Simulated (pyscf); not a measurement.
PySCF, gas phase, ωB97X-D3(BJ)/def2-SVP geometries.

**Question.** Estimate by transition-state theory the rate constant of `[F][SiH3]` + `[F][TiH]([F])[F]` → `[F][Ti]([F])([F])[F]` + `[SiH4]` (singlet surface; F–Si, H–Ti broken, F–Ti, H–Si formed) at 298 K, with ωB97M-D3(BJ)/def2-TZVP energies (ideal gas, 1 atm, RRHO with modes under 100 cm⁻¹ raised to 100, one conformer, R ln 2 for rigid chiral ones; no tunnelling).

**Answer.** The electronic barrier is 9.3 kcal/mol and the thermal terms add +12.4, so ΔG‡ = 21.7 kcal/mol. With k_BT/h = 6.21e+12 s⁻¹ and RT = 0.592 kcal/mol, and a volume of 4.06e-20 cm³ per molecule at 1 atm, k = 3.1e-23 cm³ molecule⁻¹ s⁻¹. Wigner's tunnelling factor for 309i cm⁻¹ would be 1.09. A shift of 1 kcal/mol in the barrier changes k by a factor 5.4. On the reactant side the descent ends in an adduct with a F–Ti contact, 6.9 kcal/mol under the separated species and 11.5 kcal/mol under the saddle at ωB97X-D3(BJ)/def2-TZVP. What is counted as formed (F–Ti) is already present as a longer contact in the reactant adduct; forming that adduct is a step of its own. At ωB97X-D3(BJ) the barrier from the zero used here is 4.6 kcal/mol. One saddle was located; it need not be the lowest between these sides.
